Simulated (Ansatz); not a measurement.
`CCC(CC)C(C)C` → `CCC(CC)CC` + `[CH2]` (triplet)  (formal loss of a carbene)

Calculated with Ansatz (gas phase, PBE0-D4/def2-TZVP geometries, no zero-point term in ΔE). CBS: MP2 limit from def2 TZ/QZ plus the TZ coupled-cluster correction, frozen cores. This one scheme is used for every species. DFT in def2-TZVPP. Triplets are unrestricted, without spin–orbit coupling. Each species was taken in one conformer, which may not be the lowest.

```tsv
level	ΔE (kJ/mol)
PBE-D4	438.0
PBE0-D4	430.6
ωB97M-V	438.8
r2SCAN	407.8
```

(1) What does CCSD(T)/CBS give? (Estimate.)

Largest T1 diagnostic among the species: 0.011.

## Answers

(1) Ansatz gave: +437.4 kJ/mol. The listed levels differ from it by 0.6, -6.8, 1.4, -29.6 kJ/mol.

In def2-TZVPP, CCSD(T) changes the Hartree–Fock value by +152.5 kJ/mol (the triples alone add +13.3 kJ/mol) and MP2 by +167.8 kJ/mol. From PBE to PBE0 (25 % exact exchange), in def2-TZVPP and without D4, ΔE moves by −5.7 kJ/mol. The D4 term adds +19.3 kJ/mol with B3LYP and +10.8 kJ/mol with PBE0; it sums over pairs of atoms, weighted by their polarisabilities, and B3LYP, whose exchange is more repulsive, gets the larger term.

B3LYP here is the variant with VWN-RPA as its local correlation; programs differ in this.
